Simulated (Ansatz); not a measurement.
**AlCl (triplet): wave-function methods side by side, aug-cc-pVDZ**

One table from this session's results is given with a row withheld; the runs are named, their logs left out.

Method: aug-cc-pVDZ, core rule «outside noble gas», up to 10 orbitals frozen; program: Ansatz 0.2.0, Gaussian basis.

The runs, in order: UHF; CCSD(T) on ROHF; CCSD(T) on UHF; BCCD(T) on ROHF; CISD; CCSDT(Q) on ROHF; CCSDT(Q) on UHF.

24 further runs of the same task are left out: 11 for a known fault of the program, 6 that didn't finish, 7 set aside as unsound or not needed.

### The system

The geometry is a PBE0/def2-TZVPD stationary point (not a proven minimum) of the parent state, kept for this charge and spin.

2 atoms, charge 0, spin multiplicity 3.

Atoms are counted from 1 here; the program's logs count them from 0.

Bond lengths: Al1–Cl2 2.304 Å.

Geometry (Å):

```xyz
2
charge 0, multiplicity 3
Al    0.00000    0.00000    0.00000
Cl    0.00000    0.00000    2.30390
```

Set-up of the first run:

Input file in.yaml:

```yaml
crystal:
  periodic: [false, false, false]
  atoms:
    - {symbol: Al, position_ang: [0.000000, 0.000000, 0.000000]}
    - {symbol: Cl, position_ang: [0.000000, 0.000000, 2.303900]}
basis:
  gaussian: {orbitals: aug-cc-pVDZ}
magnetization: {spin_polarized: true, initial_magnetization: 2}
hamiltonian: {xc: hf}
output: {orbitals: {seedname: orbitals}}
```

Command:

```
$ ansatz run in.yaml --threads 1 --pin off --events-out ev --progress --plain --max-ram 2393MiB
```

Steps of the session up to this table: UHF; CCSD(T) on ROHF; CCSD(T) on UHF; BCCD(T) on ROHF; CISD; CCSDT(Q) on ROHF; CCSDT(Q) on UHF.

One table of the session follows, with a row left open; its other results are not shown here.

| method | from UCCSDT(Q) (kJ/mol) |
| --- | --- |
| ROHF | +512.6 |
| UHF | +510.2 |
| RMP2 | +63.5 |
| UMP2 | +62.7 |
| CISD | +46.9 |
| RCCSD | +18.7 |
| UCCSD | +18.6 |
| RCCSD(T) | +3.3 |
| UCCSD(T) | +3.2 |
| BCCD(T) | +3.4 |
| RCCSDT | ? |
| UCCSDT | +1.3 |
| RCCSDT(Q) | +0.2 |
| UCCSDT(Q) | 0 |

Estimate the missing values for RCCSDT.

The run gave: from UCCSDT(Q) (kJ/mol): +1.4. In the column «from UCCSDT(Q) (kJ/mol)» it lies between UCCSDT (+1.3) and UCCSD(T) (+3.2).

Among the levels timed on like hardware and quicker than the yardstick, those that no quicker one beats, quickest first: UCCSD(T) (3.4 s, +3.2 kJ/mol).

Limits of these values: Restricted and unrestricted rows rest on different reference determinants; where their highest levels disagree by more than a few hundredths of an eV, they describe different states and don't form one ladder.
